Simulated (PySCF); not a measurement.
Compound: 4-methylthiazole, C4H5NS.
Atom-mapped SMILES: `[CH3:1][c:2]1[cH:3][s:4][cH:5][n:6]1` (hydrogens: H7, H8, H9 on C1; H10 on C3; H11 on C5)

Geometry (PBE0-D3(BJ)/def2-SVP, Å), atoms numbered from 1 in this order:
```xyz
11
C4H5NS angstrom
C     -1.623   -0.152    0.378
C     -0.173   -0.026    0.049
C      0.528    1.149   -0.069
S      2.167    0.827   -0.468
C      1.802   -0.863   -0.449
N      0.571   -1.156   -0.172
H     -2.061    0.818    0.648
H     -2.180   -0.560   -0.480
H     -1.763   -0.850    1.217
H      0.164    2.166    0.059
H      2.578   -1.603   -0.660
```

Linear response at PBE0/def2-SVPD (PySCF, frozen core in the response, non-relativistic).

Static isotropic polarisability: 70.50 au (10.45 Å³), principal values 48.2, 73.1, 90.2 au.

Question: What is the polarisability at 1064 nm and at the sodium D line?

Answer: 71.21 au at 1064 nm (+1.0 %), 72.91 au at 589.3 nm (+3.4 %). The rise at 589.3 nm is 3.41 times that at 1064 nm; a pure ω² law gives 3.26. The lowest singlet lies at 228 nm, shorter than both wavelengths.

Question: What is the isotropic C6 coefficient between two such molecules, C6 = (3/π)∫α(iω)² dω?

Answer: 1942 au (Eh·bohr⁶) by a ten-point quadrature over imaginary frequencies, which is 1160 eV·Å⁶ or 112 J·nm⁶/mol.

Question: Which effective excitation energy ω̄ makes London's formula C6 = (3/4)α²ω̄ exact here?

Answer: ω̄ = 4·C6/(3α²) = 0.521 Eh = 14.2 eV. A one-pole form α(ω) = α/(1 − ω²/ω̄²) fitted to the 1064 nm value gives 11.7 eV.

Question: How anisotropic is the static polarisability, by Δα² = ½[(α1 − α2)² + (α2 − α3)² + (α3 − α1)²]?

Answer: Δα = 36.6 au, or 0.52 of the isotropic value.

Question: What three-body coefficient follows from the one-pole estimate C9 = (3/4)·α·C6?

Answer: 103000 au. This is an estimate from the two numbers above, not a computed integral.

Question: How many electrons N does the Slater–Kirkwood formula C6 = (3/4)·√N·α^(3/2) need to give this C6?

Answer: N = (4·C6/3)²/α³ = 19.1; the species has 52 electrons in all.

Question: What molar refraction at the D line follows from R = (4π/3)·N_A·α′, with α′ the polarisability volume?

Answer: α′ = 10.80 Å³ gives R = 27.26 cm³/mol, for isolated, non-vibrating species.

Question: The lowest 6 singlets have (eV, f): 5.43, 0.000; 5.53, 0.070; 5.90, 0.001; 6.43, 0.028; 6.74, 0.004; 6.93, 0.002. What share of the static polarisability do they carry in the sum over states α = Σ f/ω²?

Answer: 2.32 au, 3.3 % of α; the largest term, 1.69 au, is that of the state at 5.53 eV. Their oscillator strengths add up to 0.11. Higher states carry the rest.
